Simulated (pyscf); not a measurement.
Optimised with ωB97X-D3(BJ)/def2-SVP in PySCF.

Question: O=Cr(=O)(Cl)–Cl (SMILES [O]=[Cr](=[O])([Cl])[Cl]) + H₂ (SMILES [H][H]) → O=Cr(OH)–Cl (SMILES [O]=[Cr]([OH])[Cl]) [singlet] + HCl (SMILES Cl)
Surface: singlet. Broken: Cl–Cr, H–H. Formed: H–O, Cl–H. Give ΔE‡ and ΔE from ωB97M-D3(BJ)/def2-TZVP, relative to the separated reactants.

Answer: ΔE‡ = 187.8 kJ/mol, ΔE = -75.8 kJ/mol. Zero-point energy shifts the barrier by +10.2 kJ/mol. It is a concerted two-bond exchange, with an imaginary mode of 1665i cm⁻¹. On the product side the descent ends in an adduct with a Cl–Cr contact (not fully relaxed), 45.7 kJ/mol under the separated species and 278.5 kJ/mol under the saddle at ωB97X-D3(BJ)/def2-TZVP. What is counted as broken (Cl–Cr) persists as a longer contact in the product adduct; parting that adduct is a step of its own. At the saddle there is also a short Cr–H, Cr–H contact that neither side keeps. O=Cr(OH)–Cl [singlet] is an excited spin state, 82.9 kJ/mol over the triplet at ωB97X-D3(BJ). This is the saddle that the search found; another between the same sides may lie lower. A restricted singlet here is unstable towards spin polarisation, as is usual where a triplet lies low; its energy is less safe.
